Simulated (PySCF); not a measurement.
Gas-phase reaction: 4 SiH3Cl → SiCl4 + 3 SiH4

Energies from PySCF, thermal terms from the rigid-rotor harmonic-oscillator model, ideal gas at 1 bar. 'Table' is the NASA 1993 thermochemical table (part measured, part estimated). † marks an energy on the PBE0/def2-TZVP geometry and frequencies; other levels use their own. MP2 freezes the core. 6-31G* has spherical d functions here. All species are closed-shell singlets. B3LYP is the form with VWN-RPA correlation. For this reaction the table lies outside the span of B3LYP, CCSD(T), M06-2X, MP2, PBE0, r2SCAN, ωB97M-V, ωB97X-V in their largest bases here; which side is off was not settled. MP2 isn't extrapolated to the basis-set limit; its ΔH°(298 K) is -32.9 kJ in def2-SVP and -19.8 kJ in def2-TZVPP. The harmonic model lacks anharmonicity and excited electronic states, which grow with temperature; levels with a mode under 35 cm⁻¹ are left out. The table's entry may be an old estimate for SiH3Cl, SiCl4 (not checked at source).

```tsv
level	ΔH°(298 K), kJ	minus table	ΔG°(2500 K), kJ
table	7.5	-	137.3
B3LYP/6-31G*	-5.8	-13.3	122.4
B3LYP/def2-TZVP†	-5.3	-12.8	122.5
HF/def2-TZVP†	13.3	5.8	141.1
M06-2X/def2-TZVP†	-6.4	-13.9	121.4
MP2/def2-SVP†	-32.9	-40.4	94.9
PBE/def2-TZVP†	-17.8	-25.3	110.0
PBE0/def2-QZVP†	-9.8	-17.3	118.0
PBE0/def2-SVP†	-27.1	-34.6	100.7
PBE0/def2-TZVP	-12.9	-20.4	114.9
r2SCAN/def2-TZVP†	-19.7	-27.2	108.1
ωB97X-V/def2-TZVP†	-15.5	-23.0	112.3
```
